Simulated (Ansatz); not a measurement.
A made-up structure of CH3OS (charge -1), closed shell:

| atom | x (Å) | y (Å) | z (Å) |
| --- | --- | --- | --- |
| O1 | -1.0411 | -0.6772 | -0.5707 |
| C2 | -0.2602 | 0.4989 | -0.1820 |
| S3 | 1.4721 | -0.0031 | 0.1594 |
| H4 | -1.5345 | -0.8870 | 0.2201 |
| H5 | -0.1158 | 1.0327 | -1.1350 |
| H6 | -0.7077 | 0.7327 | 0.7501 |

It is relaxed with PBE-D4/def2-SVPD and then PBE0-D4/def2-TZVPD (Ansatz 0.2.0). Atoms count as bonded within 1.22 times the sum of their covalent radii (H–H: 0.88 Å). The end point is not checked to be a true minimum.

**Question.** Does its bonding change? (Judge from chemistry; the calculation decides.)

**Answer.** Computed: No: no bond forms or breaks.

Where it ends: The first stage lowers the energy by 0.85 eV in 8 steps. It ends as CH₃OS ([OH][CH2][S]), total charge -1:
```
6
angstrom
O -1.3741 -0.4587 -0.3110
C -0.3028 0.4919 -0.1606
S 1.2315 -0.2909 0.3406
H -0.9297 -1.2869 -0.0854
H -0.1855 1.0072 -1.1237
H -0.6265 1.2344 0.5817
```

Labels in which every atom is bracketed show which atoms are joined, not bond orders.

For scale, one of the runs: PBE0-D4/def2-TZVPD relaxation, 150 basis functions, launched by `ansatz run in.yaml --threads 2 --pin off --events-out ev --progress --plain --max-ram 4352MiB`. Hardware: 2 CPU threads of an Arm Neoverse V2, shared host. Wall time about 15 s.
